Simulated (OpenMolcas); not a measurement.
**Two attempts at CS2 (SMILES S=C=S)**

Wanted: a single-point energy of CS2, RI-MP2/Ahlrichs_VTZ (Cholesky decomposition).

The results are computed with OpenMolcas 26.06.

3 further runs of the same task are left out: 1 that didn't finish, 2 set aside as unsound or not needed.

**1. The system as given**

CS2 has 3 atoms, charge 0, and is taken as a singlet. As SMILES, `S=C=S`. Geometry: relaxed at PBE0-D4/def2-TZVP.

Bond lengths: S1–C2 1.548 Å, C2–S3 1.548 Å. Angles: S1–C2–S3 180.0°.

**2. Try one**

File calc.input:

```
>>> EXPORT MOLCAS_PRINT=2

&GATEWAY
 BASISSET
 S.Ahlrichs_VTZ....
 S1 1.357000 -0.156000 0.729100 angstrom
 S3 -1.357000 0.156000 -0.729100 angstrom
 End of Basis
 BASISSET
 C.Ahlrichs_VTZ....
 C2 -1.157000 0.156000 -0.709100 angstrom
 End of Basis

&SEWARD
 MEDIUM

&SCF
 ITERATIONS=99
 PRORBITALS=1 1

&MBPT2
 FROZEN=11
```

Run with:

```
export MOLCAS_MEM=1860
pymolcas calc.input > calc.log
```

Standard output:

```text
--- Start Module: gateway ---
[...]
--- Stop Module: gateway /rc=_RC_ALL_IS_WELL_ ---
[...]
      Basis functions           59
[...]
--- Start Module: scf ---
[...]
       Convergence after  30 Iterations
[...]
::    Total SCF energy                               -745.0302287790
[...]
      Total spin, S                                     0.0000000000
[...]
      Total electronic charge=   38.000000
      Total            charge=   -0.000000
[...]
      Dipole Moment (debye):
      Origin of the operator (angstrom)=   -0.1828    0.0246   -0.1120
                   X= -7.4477E+00               Y=  9.9414E-01               Z= -4.5267E+00           Total=  8.7720E+00
      Quadrupole Moment (debye*angstrom):
[...]
--- Stop Module: scf /rc=_RC_ALL_IS_WELL_ ---
[...]
--- Start Module: mbpt2 ---
[...]
WARNING!
Default frozen orbitals as non valence orbitals is overwritten by user input.
Default values:  11
[...]
       Reference weight ( Cref**2 )         =        0.75506
::    Total MBPT2 energy                             -745.3045336943
[...]
--- Stop Module: mbpt2 /rc=_RC_ALL_IS_WELL_ ---
[...]
```

Run time: 2.6 s. Hardware: 1 thread of Arm Neoverse V2, shared host.

**3. What went wrong**

The run finished; that doesn't make the result usable.

Cause: two atoms lie on top of or far too near each other. As the program read them, the closest atoms are 0.20 Å apart, against 1.55 Å in the sound input.

**4. The mended input**

File calc.inp:

```
>>> EXPORT MOLCAS_PRINT=2
&GATEWAY
BASISSET
S.Ahlrichs_VTZ....
S1 1.357000 -0.156000 0.729100 angstrom
S3 -1.357000 0.156000 -0.729100 angstrom
End of Basis
BASISSET
C.Ahlrichs_VTZ....
C2 0.000000 0.000000 0.000000 angstrom
End of Basis
&SEWARD
MEDIUM
&SCF
PRORBITALS = 0
&MBPT2
FROZEN = 11
```

Run with:

```
export MOLCAS_MEM=1860
pymolcas calc.inp > calc.log
```

Standard output:

```text
--- Start Module: gateway ---
[...]
--- Stop Module: gateway /rc=_RC_ALL_IS_WELL_ ---
[...]
      Basis functions           59
[...]
--- Start Module: scf ---
[...]
       Convergence after  10 Iterations
[...]
::    Total SCF energy                               -832.8529453523
[...]
      Total spin, S                                     0.0000000000
[...]
      Total electronic charge=   38.000000
      Total            charge=   -0.000000
[...]
      Dipole Moment (debye):
      Origin of the operator (angstrom)=    0.0000    0.0000    0.0000
                   X=  5.7247E-07               Y= -1.1005E-07               Z=  1.8391E-06           Total=  1.9293E-06
      Quadrupole Moment (debye*angstrom):
[...]
--- Stop Module: scf /rc=_RC_ALL_IS_WELL_ ---
--- Start Module: mbpt2 ---
[...]
WARNING!
Default frozen orbitals as non valence orbitals is overwritten by user input.
Default values:  11
[...]
       Reference weight ( Cref**2 )         =        0.88118
::    Total MBPT2 energy                             -833.0890116689
[...]
--- Stop Module: mbpt2 /rc=_RC_ALL_IS_WELL_ ---
[...]
```

It took 1.9 s on 1 thread of Arm Neoverse V2, shared host.

**5. Results**

Level: RI-MP2/Ahlrichs_VTZ (Cholesky decomposition).

```
                                    quantity          value
                                total energy  -833.08901 Eh
          dipole moment (mean-field density)         0.00 D
         HOMO energy (Hartree–Fock orbitals)      -10.20 eV
         LUMO energy (Hartree–Fock orbitals)        1.38 eV
       HOMO–LUMO gap (Hartree–Fock orbitals)       11.59 eV
correlation energy (11 core orbitals frozen)     -236.1 mEh
```

The first attempt's energy was +2388.737 eV off this one.
